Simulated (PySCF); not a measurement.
Compound: 3-butynenitrile, C4H3N.
Geometry (PBE0-D3(BJ)/def2-SVP, Å), atoms numbered from 1 in this order:
```
atom  x, y, z in Å
C1     1.966   -0.346   -0.263
C2     0.780   -0.318   -0.033
C3    -0.652   -0.295    0.250
C4    -1.300    0.965   -0.119
N5    -1.828    1.953   -0.404
H6     3.021   -0.372   -0.468
H7    -0.829   -0.472    1.325
H8    -1.158   -1.115   -0.288
```

The calculation used PySCF 2.14.0, density-fitted response routines, TDDFT CAM-B3LYP/def2-SVPD, vertical, gas phase, core orbitals frozen in the response.

Ground-to-excited transition dipoles (e·a0, same axes as the geometry; the sign carries no meaning), for the states with f of 0.002 or more among the lowest 10:

| state | E (eV) | μx | μy | μz |
| --- | --- | --- | --- | --- |
| S4 | 7.616 | 0.029 | 0.056 | 0.141 |
| S5 | 7.745 | -0.059 | -0.115 | -0.290 |
| S6 | 7.846 | -0.287 | 0.363 | -0.086 |
| S7 | 8.008 | 0.136 | 0.156 | -0.090 |
| S8 | 8.060 | -0.024 | -0.048 | -0.119 |
| S9 | 8.750 | 0.039 | 0.084 | 0.219 |
| S10 | 8.755 | -0.437 | -0.137 | 0.140 |

Q: What oscillator strength does each state have?

A: f = (2/3) ΔE |μ|² with ΔE in hartree (27.2114 eV).

| state | \|μ\|² (au) | \|μ\| (D) | f |
| --- | --- | --- | --- |
| S4 | 0.024 | 0.39 | 0.004 |
| S5 | 0.101 | 0.81 | 0.019 |
| S6 | 0.221 | 1.20 | 0.043 |
| S7 | 0.051 | 0.57 | 0.010 |
| S8 | 0.017 | 0.33 | 0.003 |
| S9 | 0.057 | 0.60 | 0.012 |
| S10 | 0.229 | 1.22 | 0.049 |

Q: What is the point group, and which symmetry does each of these states have?

A: Cs. From a totally symmetric ground state, an allowed state transforms like the component of the dipole operator along its μ. Polarised normal to the mirror plane, so A″: S4, S5, S8 and S9. Polarised in the mirror plane, so A′: S6, S7 and S10.

Q: Which bond between heavy atoms lies closest to the direction of the S10 transition dipole?

A: C2–C3 and C1–C2, at 19° from it; next C4–N5 and C3–C4 at 84°.

Q: What angle do the transition dipoles of S7 and S9 make?

A: |cos θ| = |μa·μb| / (|μa| |μb|) = 0.03, so θ ≈ 89° (taken between 0 and 90°, since the signs are arbitrary).

Q: How is the summed strength of these states shared among x, y and z?

A: (2/3) Σ ΔE μα² gives 0.062 for x, 0.039 for y and 0.040 for z, 0.141 in all.

Q: What peak molar absorption coefficient would the strongest computed level give as a lone Gaussian band 0.3 eV wide at half height?

A: ε(max) = 2.175×10⁸ f / FWHM, with the width in cm⁻¹. S10: 2.175×10⁸ × 0.0491 / 2420 ≈ 4400 L mol⁻¹ cm⁻¹.

All these states lie below the vertical ionisation energy of 11.03 eV (ΔSCF).

On an x86-64 server with one thread, shared host, this took 24 s of wall time.
